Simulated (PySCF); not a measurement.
# CN⁻ at RHF-CCSD

Level: RHF-CCSD. PySCF, no relativity, basis sets C def2-SVPD, N def2-SVPD.

For CN⁻, the state is ¹Σ⁺ (singlet), closed shell, the bond length is 1.182 Å and the harmonic wavenumber is 2168 cm⁻¹. The force constant is 17.9 mdyn/Å. The rotational constant Be is 1.866 cm⁻¹, the anharmonicity ωexe is 11.4 cm⁻¹ and the vibration–rotation constant αe is 0.0151 cm⁻¹.

Correlated steps freeze 2 core orbitals.
